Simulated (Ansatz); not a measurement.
2H WSe2 was calculated with PBEsol (Ansatz, an electronic-structure program, plane waves, PAW).

Run with plane-wave cutoff 560 eV, 12×12×4 k mesh (along the axes of the cell as run), perturbation theory, no spin polarisation, scalar-relativistic PAW data made under PBE.

Computed at the level's own relaxed cell.

Harmonic phonon frequencies (cm⁻¹; i marks an imaginary mode; at Γ without the LO shift):

```csv
q point,frequencies
Γ,0 0 0 19 19 27 173 173 174 174 246 246 246 246 247 248 305 306
M,97 99 119 123 126 128 190 191 211 215 226 227 240 240 258 258 264 265
K,100 100 124 124 140 141 206 206 212 212 212 214 251 251 252 253 257 257
A,14 14 14 14 19 19 173 173 173 173 246 246 246 246 247 247 306 306
```

No imaginary mode appears at these points.

Note: the run warned that the k mesh is coarse for the response to a field; the cell comes from a level without a dispersion term, which matters for the spacing of layers, chains or molecules; the cell has widely spaced layers and the level no dispersion term, so their spacing and the moduli can rest on weak binding.
